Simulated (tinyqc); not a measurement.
Inside a calculation. Method: Pariser-Parr-Pople SCF with singles CI, for the molecule c1c[cH-]nc1 (SMILES; centres numbered as the heavy atoms are written). One step of it, computed by the program tinyqc.

Question. Singles CI, singlets. Over the 6 single excitations with the smallest orbital gaps: A = (e_a - e_i) delta + 2 (ia|jb) - (ij|ab), with (pq|rs) = sum c_mp c_mq gamma_mn c_nr c_ns. f = 2/3 w |mu|^2 in atomic units, mu = sqrt2 sum c_ia sum_m c_mi c_ma R_m.

orbital energies (eV): -8.084650  -4.170990  -3.295571  8.558323  8.880663

coefficients:
```
         MO1        MO2        MO3        MO4        MO5
1C  0.380378  -0.552700  -0.391783  -0.223334  -0.588611
2C  0.380445  -0.552995   0.391294  -0.222298   0.589009
3C  0.434938   0.076460   0.588839   0.551860  -0.392049
4N  0.576399   0.613962   0.000229  -0.539272   0.000443
5C  0.434933   0.076969  -0.588781   0.552578   0.391028
```

repulsion gamma_rs (eV), lower triangle:
```
           1C         2C         3C         4N         5C
1C  11.130000
2C   7.552804  11.130000
3C   5.520570   7.554850  11.130000
4N   5.587911   5.587182   7.729197  12.300000
5C   7.552804   5.518526   5.519866   7.730255  11.130000
```

Centres (angstrom, eV; a flat drawing with bonds scaled to 1.40 angstrom):
```
centre          x          y  core charge z          W   gamma_rr
1C       1.191000   0.000000              1  11.160000  11.130000
2C       0.368000   1.133000              1  11.160000  11.130000
3C      -0.963000   0.700000              1  11.160000  11.130000
4N      -0.963000  -0.700000              1  14.100000  12.300000
5C       0.368000  -1.133000              1  11.160000  11.130000
```

Give: singlet CI matrix; singlet excitation energies; oscillator strengths.

Answer.

singlet CI matrix (eV), lower triangle:
```
        3>4     3>5     2>4    2>5    1>4     1>5
3>4   6.339
3>5   0.001   6.616
2>4   0.000   0.892   7.109
2>5  -0.913   0.000   0.000  7.126
1>4   0.000   0.412  -0.218  0.000  9.982
1>5   0.220  -0.001   0.000  0.353  0.000  10.503
```

singlet excitation energies (eV): 5.709  5.886  7.716  7.785  10.036  10.544

oscillator strengths: 0.051  0.016  0.805  0.978  0.009  0.019
